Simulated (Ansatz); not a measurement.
An input for quartet AlNH2Cl

The species is AlNH2Cl (5 atoms), meant as a quartet with charge 0. SMILES of the parent species: `[NH2][Al][Cl]`. Geometry: relaxed at PBE0-D4/def2-TZVP. This is one conformer, not always the lowest. That shape belongs to the parent species and isn't relaxed for this state.

```xyz
5

N    -0.5494    0.4617   -0.2320
Al    0.4026   -0.2916    1.0491
Cl    1.9070   -1.6497    0.4408
H    -1.2936    1.1233   -0.0835
H    -0.4166    0.2827   -1.2159
```

Settings wanted:

```yaml
basis_set: STO-3G
integral_approximation: none
task: energy
method: DFT
functional: wB97X
reference: UKS
accuracy: high
```

Give an Ansatz 0.2.0 job that does this.

One that was run (others would do as well):

input.yaml:
```yaml
crystal:
  periodic: [false, false, false]
  atoms:
    - {symbol: "N", position_ang: [-0.549400, 0.461700, -0.232000]}
    - {symbol: Al, position_ang: [0.402600, -0.291600, 1.049100]}
    - {symbol: Cl, position_ang: [1.907000, -1.649700, 0.440800]}
    - {symbol: H, position_ang: [-1.293600, 1.123300, -0.083500]}
    - {symbol: H, position_ang: [-0.416600, 0.282700, -1.215900]}
basis:
  gaussian: {orbitals: STO-3G}
accuracy: high
hamiltonian: {xc: {name: wB97X}}
magnetization: {spin_polarized: true, initial_magnetization: 3}
```

```bash
$ ansatz run input.yaml --threads 1 --pin off --max-ram 2610MiB --events-out events.jsonl --progress --plain --runs-dir runs
```

Calculated total energy: -749.67994 Eh. Without diffuse functions such a state is poorly described.
